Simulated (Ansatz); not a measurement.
# How close CCSD(T) comes to the exact answer in a basis

Each species is computed at the geometry given (Å), with frozen cores, in Ansatz 0.2.0: RHF-CCSD(T) for singlets, UHF-CCSD(T) otherwise, and full CI in the same basis. The program picks the determinant by a search with trial CCSD, so it needn't be the lowest Hartree–Fock solution. States: HBeGa singlet A', HBS singlet Σ⁺, HNSi⁺ doublet Π. Cases whose determinant has another symmetry than full CI's state, or lies over 0.5 eV above the lowest of its kind, whose (Q) step broke down or whose higher cluster runs on it stay over 0.1 eV above full CI weren't drawn. No relativity is included.

**Question.** Judging by size, spin and bonding, rank them by the size of CCSD(T)'s error in total energy against full CI in the same basis, smallest first (an estimate).
A. HNSi⁺, doublet, 6-31G: Si 0.000 0.000 -1.364; N 0.000 0.000 0.182; H 0.000 0.000 1.182
B. HBS, singlet, 6-31G: B 0.000 0.000 0.183; S 0.000 0.000 -1.888; H 0.000 0.000 1.705
C. HBeGa, singlet, cc-pVDZ: Ga 0.000 0.008 0.279; Be 0.000 -0.191 -2.006; H 0.000 1.191 -1.355

**Answer.** A (27.2 meV), C (48.0 meV), B (61.0 meV).

| species | basis | correlated electrons | CCSD(T) − full CI (meV) | CCSDT(Q) − full CI (meV) | unpaired electrons (full CI) | T1 | ⟨S²⟩ of the determinant |
| --- | --- | --- | --- | --- | --- | --- | --- |
| HNSi⁺, doublet | 6-31G | 9 | 27.2 | 0.0 | 1.07 | 0.021 | 0.76 |
| HBeGa, singlet | cc-pVDZ | 6 | 48.0 | 2.1 | 0.35 | 0.031 | 0.00 |
| HBS, singlet | 6-31G | 10 | 61.0 | -40.7 | 0.21 | 0.068 | 0.00 |

Unpaired electrons are Σ n²(2−n)² over natural occupations; an open shell counts its own unpaired electrons too. Frozen cores follow each run's orbitals, which moves totals by a few meV. RHF is unstable for HBeGa, singlet in cc-pVDZ: UHF reaches ⟨S²⟩ = 0.78.
